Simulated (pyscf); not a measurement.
Single points on ωB97X-D3(BJ)/def2-SVP structures (PySCF, gas phase).

Q: For the elementary gas-phase step HF + F–GeH: [singlet] + HF -> F–GeH₂–F + HF (singlet surface; F–H, F–H broken, F–Ge, Ge–H, F–H formed), what barrier and reaction energy does ωB97X-D3(BJ)/def2-TZVP give, measured from the separated reactants?

A: ΔE‡ = -8.5 kcal/mol, ΔE = -47.3 kcal/mol. CCSD(T)/def2-TZVPP + ΔMP2(QZVPP) gives -2.3 kcal/mol and -43.9 kcal/mol. Zero-point energy shifts the barrier by +1.8 kcal/mol. It is a multi-bond step, with an imaginary mode of 1332i cm⁻¹. On the reactant side the descent ends in an adduct with a F–Ge contact, 16.6 kcal/mol under the separated species and 8.1 kcal/mol under the saddle at ωB97X-D3(BJ)/def2-TZVP. On the product side the descent ends in a complex (not fully relaxed), 6.5 kcal/mol under the separated species and 45.3 kcal/mol under the saddle at ωB97X-D3(BJ)/def2-TZVP. At ωB97X-D3(BJ) the saddle lies under the separated reactants, which points to a path from their complex (located at ωB97X-D3(BJ) alone). What is counted as formed (F–Ge) is already present as a longer contact in the reactant adduct; forming that adduct is a step of its own. One saddle was located; it need not be the lowest between these sides. The CCSD(T) − MP2 part came from Ansatz, without density fitting, on the same reference. The frozen core leaves the outer d or s,p core shells of the metals and heavy elements correlated in the MP2 and CC values, and def2-TZVPP describes them poorly, which can shift differences by a few kcal/mol. Elements up to Kr have no core potential and no relativistic terms here.
